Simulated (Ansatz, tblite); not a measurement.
# AlH2Me (CH₅Al): spin-state energies by level

Aim: set other spin states of AlH2Me (CH₅Al) against its singlet, on many levels of theory.

Computed with Ansatz 0.2.0, Gaussian basis. Level: as each input shows.

Plan: triplet, at the geometry of the singlet (GFN1-xTB, GFN2-xTB, PBE0-D4/def2-TZVP, PBE-D4/def2-TZVP, r2SCAN-D4/def2-TZVP); the singlet's energies come from earlier runs.

### 1 The relaxed structure

The singlet was relaxed beforehand with PBE-D4/def2-TZVP.

7 atoms, charge 0, spin multiplicity 1.

Bond lengths: Al1–H2 1.600 Å, Al1–H3 1.600 Å, Al1–C4 1.960 Å, C4–H5 1.104 Å, C4–H6 1.100 Å, C4–H7 1.100 Å. Angles: H2–Al1–H3 118.8°, H2–Al1–C4 120.4°, H3–Al1–C4 120.8°, Al1–C4–H5 109.4°, Al1–C4–H6 112.8°, Al1–C4–H7 112.4°, H5–C4–H6 106.8°, H5–C4–H7 106.5°, H6–C4–H7 108.6°.

### 2 Triplet at the fixed geometry, GFN1-xTB

Tight binding, by tblite at 300 K electronic temperature and without a spin-polarisation term:

```python
tblite.interface.Calculator('GFN1-xTB', numbers, positions, charge=0, uhf=2).singlepoint()
```

Energy -158.9785 eV; 0.003 s.

### 3 Triplet at the fixed geometry, GFN2-xTB

Tight binding, by tblite at 300 K electronic temperature and without a spin-polarisation term:

```python
tblite.interface.Calculator('GFN2-xTB', numbers, positions, charge=0, uhf=2).singlepoint()
```

Energy -151.1922 eV; 0.005 s.

### 4 Triplet at the fixed geometry, PBE0-D4/def2-TZVP

Contents of in.yaml:

```yaml
crystal:
  periodic: [false, false, false]
  atoms:
    - {symbol: Al, position_ang: [0.526164, 0.921304, 0.007284]}
    - {symbol: H, position_ang: [2.126087, 0.934820, 0.026669]}
    - {symbol: H, position_ang: [-0.256032, 2.315890, -0.050424]}
    - {symbol: C, position_ang: [-0.451611, -0.777874, 0.020486]}
    - {symbol: H, position_ang: [-0.538433, -1.159708, -1.012159]}
    - {symbol: H, position_ang: [-1.474966, -0.677759, 0.410128]}
    - {symbol: H, position_ang: [0.068801, -1.556662, 0.598006]}
basis:
  gaussian: {orbitals: def2-TZVP}
magnetization: {spin_polarized: true, initial_magnetization: 2}
hamiltonian: {xc: pbe0, dispersion: d4}
scf: {omitted_lower_state_checks: [starts]}
output: {orbitals: {seedname: orbitals}}
```

The run is started by

```
ansatz run in.yaml --threads 4 --pin off --events-out ev --progress --plain --max-ram 3916MiB
```

Output:

```text
Functional definition: PBE0
  name "PBE0"
  cite "Adamo & Barone, J. Chem. Phys. 110, 6158 (1999) doi:10.1063/1.478522"
  cite "Perdew, Burke & Ernzerhof, Phys. Rev. Lett. 77, 3865 (1996) doi:10.1103/PhysRevLett.77.3865"
  parent pbe
  parameter a = 0.25
  parameter kappa = 0.804
  parameter beta = 0.06672455060314922
  exchange = (1 - a)*pbe_x(kappa = kappa, mu = beta*pi^2/3) + a*exact_x
  correlation = pbe_c(beta = beta)
these checks for a lower state are left out or cut short: starts
679 factors; their error is unknown
mean field evaluation 1: about -7699.4853 eV, gradient 3.7e1 eV
mean field evaluation 2: about -7687.0496 eV, gradient 5.2e1 eV
mean field evaluation 4: about -7706.0022 eV, gradient 2.2e0 eV
mean field evaluation 8: about -7706.0373 eV, gradient 5.4e-2 eV
mean field evaluation 16: about -7706.0461 eV, gradient 4.5e-2 eV
mean field -7706.09545568 eV, -283.1937846172 hartree, gradient 9.2e-6 eV, S^2 2.008795; 0 other end points of the search recorded, 0 dependent functions left out
reference -7706.09549084 eV, -283.1937859091 hartree; 13, 11 occupied and 85, 87 virtual orbitals, 679 factors
Total energy: -7706.16054753 eV, -283.1961766986 hartree
Checks for a lower state left out: starts
```

Run time: 2 s. Hardware: 4 threads of Arm Neoverse V2, shared host.

HOMO -3.64 eV, LUMO -6.70 eV (over both spins; with the spin held, an empty level of the minority spin lies below the top filled one); ⟨S²⟩ 2.009 (pure: 2.00).

### 5 Triplet at the fixed geometry, PBE-D4/def2-TZVP

start.molden holds the orbitals of an earlier run on this state, given as this run's starting guess.

Edit in.yaml of step 4 so:

```diff
@@ -11,5 +11,5 @@
 basis:
-  gaussian: {orbitals: def2-TZVP}
+  gaussian: {orbitals: def2-TZVP, initial_orbitals: start.molden}
 magnetization: {spin_polarized: true, initial_magnetization: 2}
-hamiltonian: {xc: pbe0, dispersion: d4}
+hamiltonian: {xc: pbe, dispersion: d4}
 scf: {omitted_lower_state_checks: [starts]}
```

Launched as before.

Output:

```text
Functional definition: PBE
  name "PBE"
  cite "Perdew, Burke & Ernzerhof, Phys. Rev. Lett. 77, 3865 (1996) doi:10.1103/PhysRevLett.77.3865"
  parent pbe
  parameter kappa = 0.804
  parameter beta = 0.06672455060314922
  exchange = pbe_x(kappa = kappa, mu = beta*pi^2/3)
  correlation = pbe_c(beta = beta)
these checks for a lower state are left out or cut short: starts
659 factors; their error is unknown
mean field evaluation 1: about -7705.3938 eV, gradient 5.2e0 eV
mean field evaluation 2: about -7705.4616 eV, gradient 1.7e-1 eV
mean field evaluation 4: about -7705.4515 eV, gradient 1.1e-1 eV
mean field evaluation 8: about -7705.4517 eV, gradient 4.1e-5 eV
mean field -7705.45169886 eV, -283.1701269904 hartree, gradient 2.2e-5 eV, S^2 2.002898; 0 other end points of the search recorded, 0 dependent functions left out
reference -7705.45174600 eV, -283.1701287228 hartree; 13, 11 occupied and 85, 87 virtual orbitals, 659 factors
Total energy: -7705.52986301 eV, -283.1729994699 hartree
Checks for a lower state left out: starts
```

It took 0.95 s on 4 threads of Arm Neoverse V2, shared host.

From the report: HOMO -2.92 eV, LUMO -7.43 eV (over both spins; with the spin held, an empty level of the minority spin lies below the top filled one); ⟨S²⟩ 2.003 (pure: 2.00).

### 6 Triplet at the fixed geometry, r2SCAN-D4/def2-TZVP

Edit in.yaml of step 5 so:

```diff
@@ -13,3 +13,3 @@
 magnetization: {spin_polarized: true, initial_magnetization: 2}
-hamiltonian: {xc: pbe, dispersion: d4}
+hamiltonian: {xc: r2scan, dispersion: d4}
 scf: {omitted_lower_state_checks: [starts]}
```

The command is unchanged.

Output:

```text
Functional definition: r2SCAN
  name "r2SCAN"
  cite "Furness, Kaplan, Ning, Perdew & Sun, J. Phys. Chem. Lett. 11, 8208 (2020) doi:10.1021/acs.jpclett.0c02405"
  cite "Furness, Kaplan, Ning, Perdew & Sun, J. Phys. Chem. Lett. 11, 9248 (2020) doi:10.1021/acs.jpclett.0c03077"
  parent r2scan
  parameter k0 = 0.174
  parameter k1 = 0.065
  parameter a1 = 4.9479
  exchange = r2scan_x(k0 = k0, k1 = k1, a1 = a1)
  correlation = r2scan_c
these checks for a lower state are left out or cut short: starts
659 factors; their error is unknown
mean field evaluation 1: about -7709.3681 eV, gradient 3.3e0 eV
mean field evaluation 2: about -7709.3996 eV, gradient 1.0e-1 eV
mean field evaluation 4: about -7709.3891 eV, gradient 5.3e-2 eV
mean field evaluation 8: about -7709.3891 eV, gradient 1.0e-5 eV
mean field -7709.38906867 eV, -283.3148226621 hartree, gradient 1.7e-5 eV, S^2 2.008305; 0 other end points of the search recorded, 0 dependent functions left out
reference -7709.38908598 eV, -283.3148232981 hartree; 13, 11 occupied and 85, 87 virtual orbitals, 659 factors
Total energy: -7709.40737406 eV, -283.3154953726 hartree
Checks for a lower state left out: starts
```

Wall time 2 s (4 threads of Arm Neoverse V2, shared host).

From the report: HOMO -3.12 eV, LUMO -7.33 eV (over both spins; with the spin held, an empty level of the minority spin lies below the top filled one); ⟨S²⟩ 2.008 (pure: 2.00).

### 7 Triplet less singlet, vertical

The singlet's energies are those of its earlier runs, whose logs aren't repeated here.

| level | triplet less singlet, vertical (kcal/mol) | time |
| --- | --- | --- |
| GFN1-xTB | +139.1 | 0.006 s |
| GFN2-xTB | +112.1 | 0.007 s |
| PBE-D4/def2-TZVP | +106.0 | 1.4 s |
| r2SCAN-D4/def2-TZVP | +108.3 | 3.1 s |
| PBE0-D4/def2-TZVP | +113.3 | 2.6 s |

Times add the two runs; a level without a time comes out of a correlated run. Tight binding without a spin term can't rank spin states.

### 8 Summary of results

```
                                                quantity                                         value
triplet less singlet, vertical, functionals in def2-TZVP  +106.0 (PBE-D4) to +113.3 kcal/mol (PBE0-D4)
```

All functionals put the triplet above the singlet, over a spread of 7.3 kcal/mol. The checks for a lower triplet were left out, so another state of that spin may lie lower. These are electronic energies, without zero-point motion, entropy or surroundings.
